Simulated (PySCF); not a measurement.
fluorine (F2), SMILES FF.

Geometry optimised at r2SCAN-D4/def2-TZVPD.

Level of theory: CAM-B3LYP/def2-TZVPD (PySCF).

The molecule is in vacuum.

Computed frontier levels, gap, dipole moment and polarisability:
highest occupied level: -13.44 eV
lowest empty level: -2.61 eV
orbital gap: 10.82 eV
dipole moment: 0.00 D
quadrupole, principal values (traceless, Buckingham form, about the centre of nuclear charge): -0.41, -0.41, 0.82 D·Å
mean static polarisability: 8.6 bohr³ (1.27 Å³)
polarisability, principal values: 6.5, 6.5, 12.7 bohr³
